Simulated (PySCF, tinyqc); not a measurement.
Starting guesses with plain Roothaan steps: SCF starting guesses in the sto-6g basis, for HF, spin multiplicity 1. Computed by the program tinyqc with PySCF. Command: `OMP_NUM_THREADS=1 python tinyqc.py 114817 114818 out.jsonl`; one thread of a shared host (Intel(R) Xeon(R) Processor @ 2.60GHz), about 0.9 s.

Geometry (angstrom):

| atom | x | y | z |
|---|---|---|---|
| F | 0.0000 | 0.0000 | 0.0000 |
| H | 0.0000 | 0.0000 | 1.5100 |

lowest restricted solution found by these runs and by PySCF = -99.339351 hartree

RHF with one setting changed at a time; a run stops when the energy changes by less than 1e-09 hartree and the error matrix is below 1e-5. Starts: the lowest orbitals of the core Hamiltonian, of the Wolfsberg-Helmholz matrix (K = 1.75), projected atomic densities, random orbitals, and the highest orbitals of the core Hamiltonian (a deliberately bad start).

Largest element of the error matrix X^T (FDS - SDF) X:

| iteration | core | Wolfsberg-Helmholz | atomic densities | random | highest core orbitals |
|---|---|---|---|---|---|
| 1 | 2.9e-01 | 3.7e-01 | 4.2e-01 | 2.0e+01 | 3.3e-01 |
| 2 | 3.7e-01 | 2.3e-01 | 3.7e-01 | 3.7e-01 | 3.3e-01 |
| 3 | 1.3e-01 | 6.7e-02 | 1.3e-01 | 3.1e-01 | 3.4e-01 |
| 4 | 3.6e-02 | 1.9e-02 | 3.5e-02 | 1.0e-01 | 1.2e-01 |
| 5 | 1.0e-02 | 5.2e-03 | 9.7e-03 | 2.9e-02 | 3.2e-02 |
| 6 | 2.8e-03 | 1.4e-03 | 2.7e-03 | 8.2e-03 | 9.2e-03 |
| 8 | 2.2e-04 | 1.1e-04 | 2.1e-04 | 1.0e-03 | 7.0e-04 |
| 10 | 1.7e-05 | 8.4e-06 | 1.6e-05 | 5.6e-04 | 5.3e-05 |
| 14 | - | - | - | 1.7e-04 | - |
| 20 | - | - | - | 3.0e-05 | - |

How each run ends:

| run | iterations | E (hartree) | state |
|---|---|---|---|
| core | 11 | -99.339351 | lowest found |
| Wolfsberg-Helmholz | 10 | -99.339351 | lowest found |
| atomic densities | 11 | -99.339351 | lowest found |
| random | 24 | -99.339351 | lowest found |
| highest core orbitals | 12 | -99.339351 | lowest found |

5 of 5 runs reach the lowest restricted solution found, in 10 to 24 iterations (fastest: Wolfsberg-Helmholz). The first errors are 3e-01, 4e-01, 4e-01, 2e+01, 3e-01. The restricted reference is unstable here: a spin-polarised solution lies 0.0618 hartree lower (PySCF), so results built on it describe a poor reference.
